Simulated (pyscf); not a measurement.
Thermochemistry of product channels of `[CH3][ZnH]` + `[CH3]` [doublet] on the doublet surface, in eV, from ωB97M-D3(BJ)/def2-TZVP energies (ideal gas, 1 atm, RRHO with modes under 100 cm⁻¹ raised to 100, one conformer, R ln 2 for rigid chiral ones). Optimised with ωB97X-D3(BJ)/def2-SVP in PySCF.

```json
[
 {"products": "`[CH3][Zn]` [doublet] + `[CH4]`", "ΔE": "-1.33", "ΔH(298 K)": "-1.13", "ΔG(298 K)": "-1.10", "ΔG(900 K)": "___"},
 {"products": "`[CH3][CH2][Zn]` [doublet] + `[H][H]`", "ΔE": "___", "ΔH(298 K)": "-0.37", "ΔG(298 K)": "-0.31", "ΔG(900 K)": "-0.19"}
]
```

Problem. Fill in the missing entries.

Solution. 
- `[CH3][Zn]` [doublet] + `[CH4]`, ΔG(900 K): -0.99
- `[CH3][CH2][Zn]` [doublet] + `[H][H]`, ΔE: -0.45

These are energies of the channels, which say nothing of barriers. Elements up to Kr have no core potential and no relativistic terms here.
